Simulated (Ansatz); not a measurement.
Geometry optimisation, Ansatz, UKS PBE0-D4/def2-mTZVP.

input.yaml

```yaml
crystal:
  periodic: [false, false, false]
  atoms:
    - { symbol: B, position_ang: [0.008024, -0.000779, -0.114297] }
    - { symbol: H, position_ang: [0.025155, -0.082488, 1.075173] }
    - { symbol: H, position_ang: [1.036188, 0.076921, -0.709788] }
    - { symbol: H, position_ang: [-1.032065, 0.002024, -0.69523] }
    - { symbol: O, position_ang: [0.038461, -0.026399, 3.284013] }
    - { symbol: H, position_ang: [-0.590162, -0.770379, 3.247229] }
magnetization:
  spin_polarized: true
  initial_magnetization: 1
basis:
  gaussian: { orbitals: def2-mTZVP }
hamiltonian:
  xc: pbe0
  dispersion: d4
relax:
  f_tol: 0.03
  max_steps: 50
```

Launched with:

```bash
$ ansatz run input.yaml --threads 1 --pin off --max-ram 2048MiB --backend cpu --events-out ev --progress --plain --runs-dir out
```

Question: Where does it end, and by what steps?

Answer: The run converged. After 27 steps the energy has fallen by 2.380 eV; H2 moved furthest, 1.40 Å. Joined: B1–O5 (3.40 → 1.38 Å).

| step | energy less start (eV) | largest force component (eV/Å) | accepted |
| --- | --- | --- | --- |
| 0 | 0.0000 | 0.078 | yes |
| 1 | -0.0006 | 0.053 | yes |
| 2 | -0.0007 | 0.223 | yes |
| 3 | -0.0027 | 0.104 | yes |
| 4 | -0.0064 | 0.267 | yes |
| 5 | 0.0828 | 1.372 | no |
| 6 | -0.0138 | 0.137 | yes |
| 7 | -0.0205 | 0.065 | yes |
| 8 | -0.0316 | 0.201 | yes |
| 9 | -0.0497 | 0.556 | yes |
| 10 | -0.1180 | 0.572 | yes |
| 11 | -0.2945 | 0.844 | yes |
| 12 | -0.7536 | 1.926 | yes |
| 13 | -1.2392 | 3.050 | yes |
| 14 | -1.8123 | 4.107 | yes |
| 15 | -2.0748 | 1.402 | yes |
| 16 | -2.2019 | 1.361 | yes |
| 17 | -2.2413 | 0.351 | yes |
| 18 | -2.2598 | 0.331 | yes |
| 19 | -2.2812 | 0.343 | yes |
| 20 | -2.3182 | 0.456 | yes |
| 21 | -2.3244 | 1.315 | yes |
| 22 | -2.3636 | 0.429 | yes |
| 23 | -2.3503 | 0.732 | no |
| 24 | -2.3723 | 0.209 | yes |
| 25 | -2.3795 | 0.162 | yes |
| 26 | -2.3794 | 0.108 | no |
| 27 | -2.3800 | 0.011 | yes |

```xyz
6
Properties=species:S:1:pos:R:3
B -0.105 -0.178 0.756
H 0.736 -1.061 0.364
H 0.843 0.381 0.102
H -1.171 -0.197 0.212
O 0.018 0.057 2.113
H -0.834 0.197 2.540
```

Whether the end is a true minimum wasn't checked by a vibrational analysis.

Time of the run: 2.1 min on 1 thread of Intel(R) Xeon(R) Processor @ 2.50GHz (Skylake/Cascade Lake), with other jobs on the host, peak memory 0.13 GiB.
